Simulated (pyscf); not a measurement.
Structures and frequencies: ωB97X-D3(BJ)/def2-SVP in PySCF. Correlated levels are frozen-core, on RHF or UHF. ΔMP2 is the change of the MP2 total energy from the triple- to the quadruple-zeta basis.

Question: Estimate by transition-state theory (the high-pressure limit) the rate constant of H₂C=CH–Cl (SMILES C=CCl) -> HC≡CH (SMILES C#C) + HCl (SMILES Cl) (singlet surface; C–Cl, C–H broken, Cl–H formed) at 900 K, with CCSD(T)/def2-TZVPP + ΔMP2(QZVPP) energies (ideal gas, 1 atm, RRHO with modes under 100 cm⁻¹ raised to 100, one conformer, R ln 2 for rigid chiral ones; no tunnelling).

Answer: The electronic barrier is 78.8 kcal/mol and the thermal terms add -8.4, so ΔG‡ = 70.4 kcal/mol. With k_BT/h = 1.88e+13 s⁻¹ and RT = 1.788 kcal/mol, k = 1.5e-04 s⁻¹; so small a molecule is far into fall-off at 1 atm, where the true rate is lower. Wigner's tunnelling factor for 1849i cm⁻¹ would be 1.36. A shift of 1 kcal/mol in the barrier changes k by a factor 1.7. One saddle was located; it need not be the lowest between these sides. The CCSD(T) − MP2 part came from Ansatz, without density fitting, on the same reference.
